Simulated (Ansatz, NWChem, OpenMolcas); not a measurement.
How basis sets differ on H2O (SMILES O)

The species is H2O (3 atoms), meant as a singlet with charge 0. SMILES: `O`. The shape is that of a PBE0-D4/def2-TZVP optimisation.

```xyz
3

O    -0.3027    0.2002   -0.1406
H     0.4665    0.5484    0.3153
H    -0.1638   -0.7486   -0.1747
```

Each level gives the dipole moment (D). The values are calculated.

**The experiment to reproduce.** NIST CCCBDB gives the dipole moment of the gas as 1.85 D.

| level | kind | program | value (D) | computed − measured |
| --- | --- | --- | --- | --- |
| B3LYP/3-21G | global hybrid | OpenMolcas | 2.25 | +0.40 |
| B3LYP/pcseg-0 | global hybrid | OpenMolcas | 2.37 | +0.52 |
| B3LYP/6-31G* (spherical functions) | global hybrid | NWChem | 2.07 | +0.22 |
| B3LYP/6-31G* (Cartesian functions) | global hybrid | Ansatz | 2.07 | +0.22 |
| B3LYP/aug-pcseg-0 | global hybrid | NWChem | 2.65 | +0.80 |
| B3LYP/aug-cc-pVTZ | global hybrid | NWChem | 1.85 | 0.00 |

Nearest: B3LYP/aug-cc-pVTZ (0.00 D); farthest: B3LYP/aug-pcseg-0 (+0.80 D). The measured dipole is a vibrational average, so differences of a few hundredths of a debye mean little. Sets without polarisation functions give poor dipoles.
